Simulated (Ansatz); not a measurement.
## Ansatz (development build ahead of 0.2.0) run

```yaml
crystal:
  periodic: [false, false, false]
  atoms:
    - { symbol: "N", position_ang: [0.55, 0.0, 3.8] }
    - { symbol: "N", position_ang: [-0.55, 0.0, 3.8] }
    - { symbol: "N", position_ang: [0.55, 0.0, 0.0] }
    - { symbol: "N", position_ang: [-0.55, 0.0, 0.0] }
basis:
  gaussian: { orbitals: def2-SVP }
hamiltonian:
  xc: hf
```

The input is written out in the form of the current development build from the run's settings.

Results

```yaml
Converged: yes
Total_energy: -217.70348 hartree
Spin_squared_of_the_determinant: 0.000
```
